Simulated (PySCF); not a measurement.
Species: C4H7NO (charge +1 and doublet state).
Atom-mapped SMILES: `[O+:1]=[C:2]1[CH2:3][CH2:4][CH2:5][NH:6]1` (hydrogens: H7, H8 on C3; H9, H10 on C4; H11, H12 on C5; H13 on N6)

Structure used (GFN2-xTB), in Å, numbered top down from 1:
```
atom  x, y, z in Å
O1     2.272    1.211   -0.051
C2     1.215    0.663    0.033
C3     0.913   -0.818   -0.150
C4    -0.597   -0.915   -0.239
C5    -1.120    0.454    0.169
N6     0.024    1.265    0.349
H7     1.325   -1.284    0.755
H8     1.442   -1.268   -0.992
H9    -0.976   -1.721    0.400
H10   -0.940   -1.172   -1.247
H11   -1.819    0.875   -0.572
H12   -1.706    0.433    1.107
H13   -0.037    2.277    0.420
```

The hyperfine couplings belong to this conformer and change with its torsions.

Method used: UKS B3LYP, pcH-1 on C H N O, non-relativistic, mean-field spin-orbit, GIAO in PySCF 2.14.0. Geometry: GFN2-xTB, one conformer, isolated ion. A GFN2-xTB geometry isn't a minimum of the functional, and hyperfine couplings can be far from their values at a DFT geometry, by a factor of two or more for some ions and for spin on atoms past the first row. The SCF solution wasn't tested for stability.

Q: What is the g tensor, term by term?

A: 
| Δg (ppt) | 1 | 2 | 3 |
| --- | --- | --- | --- |
| relativistic mass correction | -0.26 | -0.26 | -0.26 |
| gauge correction | 0.01 | 0.02 | 0.04 |
| orbital Zeeman/spin–orbit | 1.55 | 3.22 | 17.79 |
| total | 1.30 | 2.97 | 17.57 |

So g = 2.00362, 2.00529, 2.01989 and g_iso = 2.00960; the tensor is close to axial: the two nearest values differ by 10 % of g3 − g1. 

Q: What are the electron Larmor frequencies g μB B/h along the three axes at 330 mT?

A: 9.2542, 9.2619, 9.3294 GHz for g1, g2 and g3, a range of 75.2 MHz.

Q: At 9.496 GHz, how far is the centre of the isotropic spectrum from where a free electron (g = 2.002319) resonates?

A: B = hν/(g μB) with μB/h = 13.99624 MHz/mT gives 338.84 mT for the free electron and 337.61 mT at g_iso, 1.23 mT lower.

Q: What effective moment and Curie constant follow for a powder?

A: With the mean of g² = 4.0385 and S(S+1) = 0.75: μ_eff = √(⟨g²⟩S(S+1)) = 1.740 μB and χT = 0.12505·⟨g²⟩·S(S+1) = 0.379 cm³ K/mol (cgs; spin-Hamiltonian part alone).

Q: In a frozen sample, at which fields do the three g values resonate at 9.5, 34, 94 and 263 GHz (hyperfine left aside), and which band first spreads them over more than twice a line width of 1.0 mT?

A: 
```
band    GHz  B(g3) mT  B(g2) mT  B(g1) mT  spread mT
   X    9.5    336.03    338.48    338.76       2.73
   Q   34.0   1202.65   1211.41   1212.42       9.77
   W   94.0   3324.97   3349.19   3351.98      27.00
   J  263.0   9302.85   9370.60   9378.40      75.55
```

The spread grows in proportion to the frequency. X band is the first where it exceeds 2.0 mT.

The largest Mulliken spin populations are on O1 (+0.48), N6 (+0.43), C2 (-0.11) and H12 (+0.08). The positive populations add up to 1.14 and the negative ones to -0.14, together 2S = 1.

The HOMO–LUMO gaps are 8.06 eV among the α and 1.98 eV among the β orbitals.

Time: 37 s wall (with the writing of density and orbital grids); peak memory 0.88 GiB. Hardware: one thread of an Arm Neoverse V2 (shared host).
